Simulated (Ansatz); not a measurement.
## Molecular dynamics of AlH$_{3}$O$_{2}$

Input:

```yaml
crystal:
  periodic: [false, false, false]
  atoms:
    - { symbol: Al, position_ang: [-0.123875, -0.115522, -0.089678] }
    - { symbol: O, position_ang: [0.001949, -0.255578, 1.603809] }
    - { symbol: H, position_ang: [-0.703893, -0.137579, 2.244825] }
    - { symbol: O, position_ang: [1.265186, -0.369801, -1.033974] }
    - { symbol: H, position_ang: [2.138574, -0.591668, -0.699148] }
    - { symbol: H, position_ang: [-1.455541, 0.236847, -0.843635] }
basis:
  gaussian: { orbitals: def2-SVP }
hamiltonian:
  xc: b3lyp
md:
  timestep: 0.25
  n_steps: 250
  ensemble: nvt_nose_hoover
  temperature: 500.0
  initial_velocities: maxwell_boltzmann
  seed: 502352
```

Command:

```bash
$ ansatz run input.yaml --threads 1 --pin off --max-ram 2048MiB --backend cpu --events-out ev --progress --plain --runs-dir out
```

It starts from a relaxed structure.

Output, in part (one step line in 5, the closing report, with atoms numbered from 0):

```
md step     0: t =     0.00 fs  T =   500.0 K  F+E_penalty+E_count = -10737.83745744 eV  E_kin = 0.258520 eV  conserved = -10737.57893744 eV  (21 SCF iters)
md step     5: t =     1.25 fs  T =   476.6 K  F+E_penalty+E_count = -10737.82532696 eV  E_kin = 0.246426 eV  conserved = -10737.57890098 eV  (23 SCF iters)
md step    10: t =     2.50 fs  T =   430.6 K  F+E_penalty+E_count = -10737.80151373 eV  E_kin = 0.222660 eV  conserved = -10737.57885820 eV  (22 SCF iters)
md step    15: t =     3.75 fs  T =   391.1 K  F+E_penalty+E_count = -10737.78105652 eV  E_kin = 0.202200 eV  conserved = -10737.57887387 eV  (21 SCF iters)
md step    20: t =     5.00 fs  T =   350.7 K  F+E_penalty+E_count = -10737.76013600 eV  E_kin = 0.181300 eV  conserved = -10737.57887714 eV  (23 SCF iters)
md step    25: t =     6.25 fs  T =   308.5 K  F+E_penalty+E_count = -10737.73824551 eV  E_kin = 0.159486 eV  conserved = -10737.57883863 eV  (20 SCF iters)
md step    30: t =     7.50 fs  T =   284.7 K  F+E_penalty+E_count = -10737.72591528 eV  E_kin = 0.147180 eV  conserved = -10737.57886632 eV  (20 SCF iters)
md step    35: t =     8.75 fs  T =   262.0 K  F+E_penalty+E_count = -10737.71417190 eV  E_kin = 0.135462 eV  conserved = -10737.57890852 eV  (21 SCF iters)
md step    40: t =    10.00 fs  T =   215.2 K  F+E_penalty+E_count = -10737.68984986 eV  E_kin = 0.111251 eV  conserved = -10737.57887472 eV  (20 SCF iters)
md step    45: t =    11.25 fs  T =   165.1 K  F+E_penalty+E_count = -10737.66385668 eV  E_kin = 0.085373 eV  conserved = -10737.57883781 eV  (21 SCF iters)
md step    50: t =    12.50 fs  T =   137.1 K  F+E_penalty+E_count = -10737.64931173 eV  E_kin = 0.070895 eV  conserved = -10737.57884823 eV  (21 SCF iters)
md step    55: t =    13.75 fs  T =   127.6 K  F+E_penalty+E_count = -10737.64430926 eV  E_kin = 0.065977 eV  conserved = -10737.57884883 eV  (20 SCF iters)
md step    60: t =    15.00 fs  T =   137.6 K  F+E_penalty+E_count = -10737.64936026 eV  E_kin = 0.071146 eV  conserved = -10737.57882978 eV  (17 SCF iters)
md step    65: t =    16.25 fs  T =   174.8 K  F+E_penalty+E_count = -10737.66852062 eV  E_kin = 0.090394 eV  conserved = -10737.57887872 eV  (21 SCF iters)
md step    70: t =    17.50 fs  T =   207.7 K  F+E_penalty+E_count = -10737.68537196 eV  E_kin = 0.107401 eV  conserved = -10737.57891482 eV  (21 SCF iters)
md step    75: t =    18.75 fs  T =   212.3 K  F+E_penalty+E_count = -10737.68747962 eV  E_kin = 0.109782 eV  conserved = -10737.57887150 eV  (21 SCF iters)
md step    80: t =    20.00 fs  T =   214.0 K  F+E_penalty+E_count = -10737.68808005 eV  E_kin = 0.110659 eV  conserved = -10737.57884520 eV  (18 SCF iters)
md step    85: t =    21.25 fs  T =   230.6 K  F+E_penalty+E_count = -10737.69639286 eV  E_kin = 0.119227 eV  conserved = -10737.57887330 eV  (21 SCF iters)
md step    90: t =    22.50 fs  T =   246.7 K  F+E_penalty+E_count = -10737.70439267 eV  E_kin = 0.127553 eV  conserved = -10737.57887428 eV  (20 SCF iters)
md step    95: t =    23.75 fs  T =   262.2 K  F+E_penalty+E_count = -10737.71200533 eV  E_kin = 0.135561 eV  conserved = -10737.57884779 eV  (20 SCF iters)
md step   100: t =    25.00 fs  T =   289.0 K  F+E_penalty+E_count = -10737.72551190 eV  E_kin = 0.149442 eV  conserved = -10737.57889536 eV  (20 SCF iters)
md step   105: t =    26.25 fs  T =   297.8 K  F+E_penalty+E_count = -10737.72960053 eV  E_kin = 0.153978 eV  conserved = -10737.57892439 eV  (21 SCF iters)
md step   110: t =    27.50 fs  T =   270.1 K  F+E_penalty+E_count = -10737.71473088 eV  E_kin = 0.139638 eV  conserved = -10737.57887482 eV  (21 SCF iters)
md step   115: t =    28.75 fs  T =   236.2 K  F+E_penalty+E_count = -10737.69675098 eV  E_kin = 0.122130 eV  conserved = -10737.57884645 eV  (20 SCF iters)
md step   120: t =    30.00 fs  T =   215.7 K  F+E_penalty+E_count = -10737.68573527 eV  E_kin = 0.111508 eV  conserved = -10737.57886907 eV  (20 SCF iters)
md step   125: t =    31.25 fs  T =   197.1 K  F+E_penalty+E_count = -10737.67570284 eV  E_kin = 0.101887 eV  conserved = -10737.57886001 eV  (20 SCF iters)
md step   130: t =    32.50 fs  T =   186.0 K  F+E_penalty+E_count = -10737.66957044 eV  E_kin = 0.096161 eV  conserved = -10737.57884332 eV  (21 SCF iters)
md step   135: t =    33.75 fs  T =   189.1 K  F+E_penalty+E_count = -10737.67080793 eV  E_kin = 0.097753 eV  conserved = -10737.57889491 eV  (21 SCF iters)
md step   140: t =    35.00 fs  T =   176.1 K  F+E_penalty+E_count = -10737.66369052 eV  E_kin = 0.091056 eV  conserved = -10737.57889400 eV  (21 SCF iters)
md step   145: t =    36.25 fs  T =   147.4 K  F+E_penalty+E_count = -10737.64838981 eV  E_kin = 0.076198 eV  conserved = -10737.57883648 eV  (20 SCF iters)
md step   150: t =    37.50 fs  T =   138.7 K  F+E_penalty+E_count = -10737.64357001 eV  E_kin = 0.071732 eV  conserved = -10737.57883544 eV  (20 SCF iters)
md step   155: t =    38.75 fs  T =   152.7 K  F+E_penalty+E_count = -10737.65045284 eV  E_kin = 0.078962 eV  conserved = -10737.57887070 eV  (20 SCF iters)
md step   160: t =    40.00 fs  T =   169.6 K  F+E_penalty+E_count = -10737.65869301 eV  E_kin = 0.087669 eV  conserved = -10737.57884833 eV  (20 SCF iters)
md step   165: t =    41.25 fs  T =   200.5 K  F+E_penalty+E_count = -10737.67416973 eV  E_kin = 0.103674 eV  conserved = -10737.57884773 eV  (20 SCF iters)
md step   170: t =    42.50 fs  T =   242.4 K  F+E_penalty+E_count = -10737.69520260 eV  E_kin = 0.125309 eV  conserved = -10737.57891078 eV  (20 SCF iters)
md step   175: t =    43.75 fs  T =   257.3 K  F+E_penalty+E_count = -10737.70215251 eV  E_kin = 0.133054 eV  conserved = -10737.57889612 eV  (21 SCF iters)
md step   180: t =    45.00 fs  T =   252.7 K  F+E_penalty+E_count = -10737.69888227 eV  E_kin = 0.130650 eV  conserved = -10737.57884158 eV  (20 SCF iters)
md step   185: t =    46.25 fs  T =   262.6 K  F+E_penalty+E_count = -10737.70317199 eV  E_kin = 0.135769 eV  conserved = -10737.57885027 eV  (20 SCF iters)
md step   190: t =    47.50 fs  T =   283.4 K  F+E_penalty+E_count = -10737.71304509 eV  E_kin = 0.146533 eV  conserved = -10737.57887998 eV  (21 SCF iters)
md step   195: t =    48.75 fs  T =   298.1 K  F+E_penalty+E_count = -10737.71960503 eV  E_kin = 0.154120 eV  conserved = -10737.57885897 eV  (20 SCF iters)
md step   200: t =    50.00 fs  T =   315.7 K  F+E_penalty+E_count = -10737.72762683 eV  E_kin = 0.163208 eV  conserved = -10737.57887776 eV  (21 SCF iters)
md step   205: t =    51.25 fs  T =   322.8 K  F+E_penalty+E_count = -10737.73018213 eV  E_kin = 0.166886 eV  conserved = -10737.57891777 eV  (21 SCF iters)
md step   210: t =    52.50 fs  T =   296.1 K  F+E_penalty+E_count = -10737.71519412 eV  E_kin = 0.153094 eV  conserved = -10737.57887253 eV  (21 SCF iters)
md step   215: t =    53.75 fs  T =   263.0 K  F+E_penalty+E_count = -10737.69699987 eV  E_kin = 0.135997 eV  conserved = -10737.57882607 eV  (22 SCF iters)
md step   220: t =    55.00 fs  T =   254.3 K  F+E_penalty+E_count = -10737.69153634 eV  E_kin = 0.131505 eV  conserved = -10737.57884930 eV  (21 SCF iters)
md step   225: t =    56.25 fs  T =   257.9 K  F+E_penalty+E_count = -10737.69236968 eV  E_kin = 0.133337 eV  conserved = -10737.57886792 eV  (22 SCF iters)
md step   230: t =    57.50 fs  T =   263.3 K  F+E_penalty+E_count = -10737.69409641 eV  E_kin = 0.136153 eV  conserved = -10737.57883644 eV  (22 SCF iters)
md step   235: t =    58.75 fs  T =   286.1 K  F+E_penalty+E_count = -10737.70477480 eV  E_kin = 0.147941 eV  conserved = -10737.57886589 eV  (22 SCF iters)
md step   240: t =    60.00 fs  T =   307.3 K  F+E_penalty+E_count = -10737.71446992 eV  E_kin = 0.158864 eV  conserved = -10737.57890892 eV  (24 SCF iters)
md step   245: t =    61.25 fs  T =   300.8 K  F+E_penalty+E_count = -10737.70975111 eV  E_kin = 0.155521 eV  conserved = -10737.57886139 eV  (22 SCF iters)
md step   250: t =    62.50 fs  T =   295.9 K  F+E_penalty+E_count = -10737.70585585 eV  E_kin = 0.152986 eV  conserved = -10737.57881354 eV  (23 SCF iters)
Total energy: -10737.70607219 eV, -394.6034198743 hartree
Atom 0 at    -0.148279    -0.108650    -0.087867 Å, force     1.362327    -0.386583    -0.278143 eV/Å
Atom 1 at     0.029228    -0.234811     1.611945 Å, force    -0.367933     0.000779    -0.221667 eV/Å
Atom 2 at    -0.706788    -0.339564     2.224760 Å, force     0.087484     0.075959     0.031037 eV/Å
Atom 3 at     1.274270    -0.378866    -1.041258 Å, force     0.337825    -0.176898     1.085767 eV/Å
Atom 4 at     2.076637    -0.651556    -0.544685 Å, force    -0.562946     0.264958    -0.554293 eV/Å
Atom 5 at    -1.314629     0.129057    -1.040020 Å, force    -0.856757     0.221784    -0.062701 eV/Å
Dipole moment:    -0.204285    -0.051826     0.413510 e Å
```

The run went to its last step. The conserved energy stayed within 0.021 meV per atom of its start (net change 0.02 meV per atom), so the integration is sound. The mean temperature of the second half is 51 % below the set value. A run of 0.062 ps of so small a system gives no equilibrium averages.

The same pairs are bonded in the first frame and the last. Pairs count as bonded within 1.25 times the sum of covalent radii (0.12 Å more for H–H).

Last frame:

```xyz
6
Properties=species:S:1:pos:R:3
Al -0.148 -0.109 -0.088
O 0.029 -0.235 1.612
H -0.707 -0.340 2.225
O 1.274 -0.379 -1.041
H 2.077 -0.652 -0.545
H -1.315 0.129 -1.040
```

The run took 5.6 min on 1 thread of Arm Neoverse V1, with other jobs on the host, peak memory 0.1 GiB.
